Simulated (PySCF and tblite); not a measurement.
C₅H₁₃N, numbered as in [CH3:1][CH2:2][CH2:3][N:4]([CH3:5])[CH3:6].

The ensemble was built from 90 distance-geometry starts (ETKDG and KDG, MMFF94s, GFN2-xTB) and rests on PBE0-D3(BJ)/def2-SVP geometries. Free energies are PBE0-D3(BJ)/def2-TZVP (IEF-PCM, chloroform) single points with GFN2-xTB rigid-rotor and vibrational terms (modes under about 100 cm⁻¹ blended into free rotors). Symmetry numbers and mirror images are counted. Conformers within 3 kcal/mol (GFN2-xTB free energy) were kept, 8 at most. GIAO shieldings: PBE0/pcSseg-1 (IEF-PCM, chloroform). Shifts are against TMS (¹H), TMS (¹³C), NH3 (¹⁵N) at the same level. Run with PySCF (density fitting) and tblite.

Predict the averaged NMR shifts at 298.15 K.

¹H: 2.08 (H5/H6, 6H), 1.94 (H3, 2H), 1.33 (H2, 2H), 0.92 (H1, 3H) ppm. ¹³C: 61.5 (C3), 44.9 (C5/C6), 23.9 (C2), 13.4 (C1) ppm. ¹⁵N: 38.6 (N4) ppm.

How do the conformers differ?

Torsions listed: C1–C2–C3–N4, C2–C3–N4–C5. Of a mirror pair one member is shown.
```
conformer        shape  weight %
        1  -173°, 165°      49.5
        2   -57°, 165°      46.3
        3   180°, -67°       3.3
        4    97°, 171°       0.7
        5    -63°, 83°       0.2
```

```tsv
signal	1	2	3	4	5	average
H1	0.93	0.91	0.76	0.99	0.96	0.92
H2	1.32	1.34	1.24	1.48	1.38	1.33
H3	1.85	2.00	2.50	2.01	2.67	1.94
H5/H6	2.09	2.06	2.27	2.07	2.43	2.08
C1	13.8	12.9	13.2	17.7	16.9	13.4
C2	25.3	23.1	13.3	25.4	24.5	23.9
C3	62.7	60.1	62.4	60.4	59.9	61.5
C5/C6	45.4	44.5	42.7	45.8	43.4	44.9
N4	42.1	35.3	29.7	44.8	28.1	38.6
```

Which signal moves most, for its nucleus, between 150 and 400 K through the change of populations alone?

H3: 1.93 ppm at 150 K, 1.93 ppm at 200 K, 1.94 ppm at 250 K, 1.94 ppm at 298.15 K, 1.96 ppm at 400 K. Exchange is taken as fast throughout; ring flips and hindered rotations can be slow on the NMR time scale at the lower temperatures.

Thermal terms of a conformer that GFN2-xTB lacks, or places elsewhere, come from the nearest GFN2-xTB minimum; such a conformer stays in the set even outside the window. Unscaled ¹⁵N shifts at such levels can be off by tens of ppm; differences between conformers or isomers are more reliable. Shifts are unscaled: against experiment ¹³C can be off by 15 ppm or more and ¹H by 0.8 ppm.


¹⁵N shifts are against a computed isolated NH3 molecule, about 20 ppm from the liquid.